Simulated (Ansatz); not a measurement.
A run of Ansatz (development build ahead of 0.2.0) on singlet CO₂ at this shape:

```yaml
atoms:
  - { symbol: C, position_ang: [0.0000, 0.0000, 0.0000] }
  - { symbol: O, position_ang: [0.0000, 0.0000, 1.1987] }
  - { symbol: O, position_ang: [0.0000, 0.0000, -1.1987] }
```

Its results:

```
Converged                                                          : yes
Reference energy                                                   : -187.69316 hartree
Correlation energy                                                 : -0.63025 hartree
Total energy                                                       : -188.32341 hartree
Spin squared of the determinant                                    : 0.000
Stability test                                                     : minimum among restricted orbitals
T1 diagnostic                                                      : 0.020
Occupied orbitals by symmetry in an Abelian subgroup (alpha; beta) : 4 Ag 3 B1u 1 B2g 1 B2u 1 B3g 1 B3u; 4 Ag 3 B1u 1 B2g 1 B2u 1 B3g 1 B3u
```

Q: Which input gives this output? Name the method, the orbitals and the basis set, and write the input.

A: RHF-CCSD(T) in cc-pVTZ. An unrestricted run that stays on the closed shell gives the same numbers.

```yaml
crystal:
  periodic: [false, false, false]
  atoms:
    - { symbol: C, position_ang: [0.0, 0.0, 0.0] }
    - { symbol: O, position_ang: [0.0, 0.0, 1.19866] }
    - { symbol: O, position_ang: [0.0, 0.0, -1.19866] }
basis:
  gaussian: { orbitals: cc-pVTZ }
hamiltonian:
  xc: hf
correlation:
  method: ccsd_t
  frozen_orbitals: { C: 1, O: 1 }
```
